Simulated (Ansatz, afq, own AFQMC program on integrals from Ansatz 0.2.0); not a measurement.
Integrals from Ansatz 0.2.0, then the random walk in our own AFQMC program (afq).

```yaml
crystal:
  periodic: [false, false, false]
  atoms:
    - {symbol: O, position_ang: [-0.927923, -0.231644, 0.000000]}
    - {symbol: H, position_ang: [-1.177232, 0.694932, 0.000000]}
    - {symbol: H, position_ang: [0.218077, -0.231644, 0.000000]}
    - {symbol: Br, position_ang: [1.887077, -0.231644, 0.000000]}
basis:
  gaussian: {orbitals: cc-pVTZ}
magnetization: {spin_polarized: true, initial_magnetization: 1}
correlation: {method: ccsd_t, electrons: outside_noble_gas, hamiltonian_folder: ham}
```

```sh
$ ansatz run in.yaml --threads 1 --pin off --events-out ev --progress --plain --max-ram 16896MiB --backend cuda --devices 0, --max-vram 18GiB
```

afq runs on the folder ham with

```
--method phaseless --trial cisd --walkers 1400 --populations 20 --least-time 60 --time-step 0.005 --steps-per-block 50 --equilibration-blocks 28 --max-blocks 4000 --target-error 0.00023 --factor-cut 1e-05 --start spin_pure --seed 8555 --release-times 0.24,0.51,0.99,1.5 --release-step 0.03 --release-every 4 --taylor-order 6
```

Times are imaginary, in 1/Eh. The walk had a cap of 238 s. With eight or more populations the least sampling time is a fifth of least-time, and the error comes from their spread. Filled inner d shells are frozen with the cores.

Log:

```
orbitals 86  electrons 8 7  factors 560 of 622
reference energy -2648.44617313 Eh
CCSD correlation -0.43648067 Eh in 17 cycles, weight of the determinant in the CISD state 0.8620
energy of the start -2648.877714 Eh
 block  time / (1/Eh)  mean weight  energy / Eh
     1     0.250  0.9990  -2648.876008
     2     0.500  1.0007  -2648.882859
     3     0.750  1.0002  -2648.889362
     4     1.000  1.0002  -2648.892199
     5     1.250  1.0000  -2648.895675
    10     2.500  1.0003  -2648.897705
    29     7.250  1.0005  -2648.899938
    49    12.250  0.9997  -2648.897975
    69    17.250  1.0006  -2648.901906
    89    22.250  0.9996  -2648.901944
   101    25.250  1.0000  -2648.895074
   109    27.250  1.0003  -2648.897403
   129    32.250  0.9995  -2648.900230
   149    37.250  0.9997  -2648.898489
   169    42.250  1.0000  -2648.897623
   181    45.250  0.9994  -2648.896745
error from the spread of 20 populations
released: time / (1/Eh)  energy / Eh  error  mean overlap
  0.24  -2648.899056  0.000318  0.9895
  0.51  -2648.899785  0.000267  0.9804
  0.99  -2648.899863  0.000205  0.9673
  1.50  -2648.899931  0.000290  0.9598
energy -2648.898302 +/- 0.000268 Eh
(rows thinned)
```

The run passed its tests (sampling time, drift between the halves within three errors, error under three times the target), which doesn't prove that it has relaxed, ending at its cap on processor time.

Against this walk (error 7.3 meV) on the same determinant: CCSD(T) 5.5 meV higher (within the noise). The error is statistical and leaves out the bias of the constraint. None of these is a sure reference here. Released to 1.50 1/Eh the energy lies 44 ± 11 meV (both errors) below the phaseless value, which shows part or all of the bias of the constraint, and CCSD(T) lies 49.9 meV above the released value.

Cautions: constraint bias not in the error; error above the target (7.3 against 6.3 meV); no relativity below Rb; no spin-orbit coupling; inner d shell frozen; unrestricted determinant slightly spin contaminated (⟨S²⟩ 0.81 against 0.75).

The walk took 4 min on 1 × NVIDIA H100 80GB HBM3 with 2 threads of AMD EPYC 7R13 Processor (Zen 3), with other jobs on the host (the card was shared). The log's last line is the phaseless energy.

A walk keeps the symmetry of its determinant, which the program's search chose and which needn't be the lowest solution, so a lower state of the same spin and another symmetry isn't excluded.
